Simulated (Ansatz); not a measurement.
System: dimethylacetylene, C₄H₆, charge 0, multiplicity 1. SMILES: CC#CC
Geometry: optimised at B3LYP-D3(BJ)/def2-TZVP (Ansatz, a first-principles code).

Property: enthalpy of formation at 298 K, in kcal/mol. Set-up: six Cartesian d functions in 6-31G* and its kin unless marked 5d; UHF or UKS for open shells; no spin-orbit coupling; frozen cores in correlated levels; 6-311+G** with 5d; LANL2DZ all-electron up to Ne; non-relativistic. Basis-set limits of correlation are two-point, X^-3; Hartree-Fock from the larger set. [CCSD(T)-MP2]/basis is that difference in the basis named. First-principles rows: single points at B3LYP-D3(BJ) geometries (Ansatz), with unscaled harmonic terms from B3LYP/6-31G* at its own minima, enthalpies of formation by atomisation with measured atoms.

Measured values: Active Thermochemical Tables 1.112 (ions: stationary electron), as tabulated in the package chemicals; they hold spin-orbit and core effects, anharmonicity. For CC#CC (enthalpy of formation at 298 K) the tabulated value and RI-MP2/CBS(cc-pVTZ,cc-pVQZ)+[CCSD(T)-MP2]/cc-pVTZ (Ansatz) part by 3.4 kcal/mol: another conformer or state, missing terms or a fault of the table's entry are possible. 

Value to compare with, the measured value: 34.8 kcal/mol.

```
level                                              program  enthalpy of formation at 298 K (kcal/mol)  error
-------------------------------------------------  -------  -----------------------------------------  -----
HF/STO-3G                                           Ansatz                                      133.9   99.1
HF/3-21G                                            Ansatz                                      317.4  282.6
HF/LANL2DZ                                          Ansatz                                      326.3  291.5
HF/6-31G*                                           Ansatz                                      289.7  254.9
HF/6-311+G**                                        Ansatz                                      291.7  256.9
RI-MP2/CBS(cc-pVTZ,cc-pVQZ)+[CCSD(T)-MP2]/cc-pVTZ   Ansatz                                       38.2    3.4
```

Among the 5 habitual levels, HF/LANL2DZ lies farthest from the measured value (291.5 kcal/mol) and HF/STO-3G nearest (99.1); 5 of 5 lie above it, and their mean absolute error is 237.0 kcal/mol, the median 256.9. One case shows no general order.

The sets are all those run for this method; runs whose electronic state is in doubt are left out.
